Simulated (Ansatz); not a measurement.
`C[SiH2]O` → `[CH3]`• + `O[SiH2]`• at 298.15 K and 1 bar (homolysis of the C–Si bond).

Calculated with Ansatz (gas phase, PBE0-D4/def2-TZVP geometries, no zero-point term in ΔE). CCSD(T)/CBS is frozen-core, at the limit of the def2 triple- and quadruple-zeta sets. Open shells (•) are unrestricted, without spin–orbit coupling. One conformer a species, not always the lowest.

| species | CCSD(T)/CBS energy (Eh) | H − E (kJ/mol) | S (J/(mol·K)) |
| --- | --- | --- | --- |
| `C[SiH2]O` | -405.96293 | 193.7 | 296.5 |
| `[CH3]`• | -39.77951 | 88.7 | 194.6 |
| `O[SiH2]`• | -366.02996 | 87.8 | 258.1 |

H − E and S are ideal-gas, rigid-rotor, harmonic terms from PBE0-D4/def2-TZVP, for one conformer and one mirror image of each species, with the whole ground term of open shells counted as degenerate. 1 Eh = 2625.50 kJ/mol, R = 8.31446 J/(mol·K).

Question: By hand: ΔE, ΔH, ΔS and ΔG.

Answer: ΔE = (-39.77951) + (-366.02996) − (-405.96293) = 0.15346 Eh = 402.9 kJ/mol. Δ(H − E) = 88.7 + 87.8 − 193.7 = -17.2, so ΔH = 385.7 kJ/mol. ΔS = 194.6 + 258.1 − 296.5 = 156.2 J/(mol·K). ΔG = 385.7 − 298.15 × (156.2)/1000 = 339.1 kJ/mol.

Question: By hand: the equilibrium constant, and the temperature at which ΔG would vanish if ΔH and ΔS stayed fixed.

Answer: log₁₀ K = −ΔG/(RT ln 10) = -59.4. ΔG = 0 at ΔH/ΔS = 2469 K.

The number of gas molecules changes by +1, which sets the sign of ΔS. A doubt of 5 kJ/mol in ΔE shifts log₁₀ K by 0.9 here. Other conformers and mirror images would add mixing entropy, several J/(mol·K) or more a flexible species. These are equilibria of isolated gas molecules and say nothing of rates. Largest T1 diagnostic: 0.015 (customary marks: 0.02 for closed shells, 0.045 for open ones).
